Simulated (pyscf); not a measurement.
# Concerted two-bond exchange: H₂P–In (SMILES [PH2][In]) [singlet] + H₂O (SMILES O) -> HO–In=PH (SMILES [OH][In]=[PH]) + H₂ (SMILES [H][H])

Gas phase, singlet surface, charge 0. Bonds broken: P2–H3, O5–H6. Bonds formed: In1–O5, H3–H6. PySCF, gas phase, ωB97X-D3(BJ)/def2-SVP geometries.

Transition state (Å):

```xyz
7

In    -0.9166    -0.8092    -1.7516
P      1.2169     0.4543    -1.2994
H      0.8246     0.5120     0.9622
H      0.3266     1.5740    -1.2487
O     -1.3270    -0.8661     0.2592
H      0.1354     0.1063     0.9428
H     -2.1646    -1.2099     0.5928
```

One imaginary mode, 460i cm⁻¹; descent along it reached the two sides named, in the forms told below.

```tsv
bond	change	reactant side (Å)	saddle	product side
P2–H3	breaks	1.446	2.296	4.4
O5–H6	breaks	0.980	1.884	2.452
In1–O5	forms	2.7	2.053	1.975
H3–H6	forms	2.225	0.800	0.762
```

Electronic energies relative to the separated reactants (kJ/mol):

| level | barrier | reaction energy | reverse barrier |
|---|---|---|---|
| ωB97X-D3(BJ)/def2-TZVP | 258.6 | +102.0 | 156.5 |
| PBE/def2-TZVP | 214.1 | +93.6 | 120.5 |
| r²SCAN/def2-TZVP | 221.4 | +87.5 | 134.0 |
| B3LYP-D3(BJ)/def2-TZVP | 229.6 | +110.2 | 119.4 |
| PBE0-D3(BJ)/def2-TZVP | 245.6 | +109.1 | 136.5 |
| M06-2X/def2-TZVP | 246.9 | +91.9 | 154.9 |
| ωB97M-D3(BJ)/def2-TZVP | 256.2 | +112.3 | 143.9 |
| HF/def2-TZVP | 317.6 | +143.1 | 174.6 |

With ωB97M-D3(BJ)/def2-TZVP energies and thermal terms (ideal gas, 1 atm, RRHO with modes under 100 cm⁻¹ raised to 100, one conformer, R ln 2 for chiral ones without a mode under 150 cm⁻¹), in kJ/mol:

| T (K) | ΔH‡ | ΔG‡ | ΔH | ΔG |
|---|---|---|---|---|
| 298 | 242.5 | 283.4 | +98.3 | +106.6 |
| 600 | 246.5 | 323.4 | +103.4 | +113.0 |
| 900 | 251.3 | 360.8 | +107.7 | +116.8 |
| 1200 | 255.7 | 396.6 | +111.0 | +119.3 |

On the reactant side the descent ends in a bound adduct (not fully relaxed), 37.0 kJ/mol under the separated species and 295.5 kJ/mol under the saddle at ωB97X-D3(BJ)/def2-TZVP. One saddle was located; it need not be the lowest between these sides. A restricted solution here is unstable towards spin polarisation, so biradical character is likely and single-reference numbers are less safe. Elements past Kr carry the def2 core potentials, without spin-orbit coupling.
